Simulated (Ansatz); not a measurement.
Species: carbon monosulfide, CS, net charge 0, singlet state. 
Geometry from a B3LYP-D3(BJ)/def2-TZVP (Ansatz, a first-principles code) optimisation:
```xyz
2

C      0.0000     0.0000    -1.1142
S      0.0000     0.0000     0.4178
```
Charge 0, spin multiplicity 1.

Property: atomisation energy (electronic, to ground-state atoms), in kcal/mol. Valence correlation only, unless marked. Open shells are spin-unrestricted. Spin-orbit coupling is left out. No relativistic terms. The coupled-cluster limit lacks core correlation, which all-electron functionals hold. CBS marks a two-point X^-3 extrapolation of the correlation energy; Hartree-Fock from the larger set (for Q and 5 zeta extrapolated as (X+1)exp(-9√X)).

```tsv
level	program	atomisation energy (kcal/mol)
PBE0-D3(BJ)/def2-TZVP	Ansatz + dftd3	168.7
B2GP-PLYP-D3(BJ)/def2-TZVPD	Ansatz + dftd3	___
CCSD(T)/CBS(cc-pV(Q+d)Z,cc-pV(5+d)Z)	Ansatz	___
```

### Question
What belongs in the gaps?

### Answer

- B2GP-PLYP-D3(BJ)/def2-TZVPD, atomisation energy (kcal/mol): 167.6
- CCSD(T)/CBS(cc-pV(Q+d)Z,cc-pV(5+d)Z), atomisation energy (kcal/mol): 170.9
